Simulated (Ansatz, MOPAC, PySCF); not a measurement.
System: dihydrogen, H₂, net charge 0, singlet state. SMILES: [H][H]
Geometry: optimised at B3LYP-D3(BJ)/def2-TZVP (Ansatz, a quantum-chemistry and plane-wave program).

Unscaled harmonic wavenumbers (cm⁻¹) in rising order, each level at the stationary point that it reaches from this structure (no distance between atoms moves by over 0.3 Å); the order of modes can differ between levels, and a negative number is imaginary. B3LYP-D3(BJ)/def2-TZVP (PySCF, at the structure above): 4413.

PM6 (MOPAC): 5322. Zero-point energy 7.6 against 6.3 kcal/mol; where all levels lie over 400 cm⁻¹, the wavenumbers are on average 1.206 times those of B3LYP-D3(BJ)/def2-TZVP.

HF/6-31G* (Ansatz): 4646. Zero-point energy 6.6 against 6.3 kcal/mol; where all levels lie over 400 cm⁻¹, the wavenumbers are on average 1.053 times those of B3LYP-D3(BJ)/def2-TZVP.
